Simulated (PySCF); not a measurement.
Molecular orbitals of BP⁺

r²SCAN at R = 1.854 Å; PySCF, no relativity, basis sets B def2-TZVPPD, P def2-TZVPPD. State: ⁴Σ⁻ (quartet), unpaired electrons σ ↑, π ↑↑. Only the outer orbitals are listed, counted within each symmetry.

```csv
spin,orbital,occ.,ε (eV),on B (%),main shells (%)
α,5σ,1,-24.79,14,"79 P s, 11 B s"
α,6σ,1,-17.96,51,"52 B s, 24 P s, 23 P p"
α,2π,1,-14.91,24,"73 P p, 23 B p"
α,2π,1,-14.91,24,"73 P p, 23 B p"
α,7σ,1,-14.32,67,"47 B p, 30 P p, 20 B s"
α,3π,0,-10.22,68,"68 B p, 27 P p"
α,3π,0,-10.22,68,"68 B p, 27 P p"
α,8σ,0,-5.32,33,"40 P d, 26 P p, 16 B p"
β,5σ,1,-22.38,23,"71 P s, 16 B s"
β,6σ,1,-16.16,33,"38 P p, 32 B s, 29 P s"
β,2π,0,-12.12,30,"69 P p, 28 B p"
β,2π,0,-12.12,30,"69 P p, 28 B p"
β,7σ,0,-10.32,84,"54 B s, 29 B p, 18 P p"
```

Question: Which are the highest filled and the lowest empty level, where do they sit, and how wide is the gap?

Answer: Highest filled α 7σ at -14.32 eV (in %: 47 B p, 30 P p, 20 B s); lowest empty β 2π at -12.12 eV (in %: 69 P p, 28 B p); the gap at r²SCAN is 2.20 eV.

| Property | Result |
| --- | --- |
| bond order (Mayer) | 1.46 |
| ⟨S²⟩ | 3.756 |
| charge on B (Mulliken, basis-dependent) | 0.63 |
| charge on B (Löwdin, basis-dependent) | 0.07 |
| dipole moment (positive dipole points towards P; it is taken about the centre of mass and depends on that origin) | -1.61 D |

The state was picked by a PBE0 search and need not be the measured ground state.
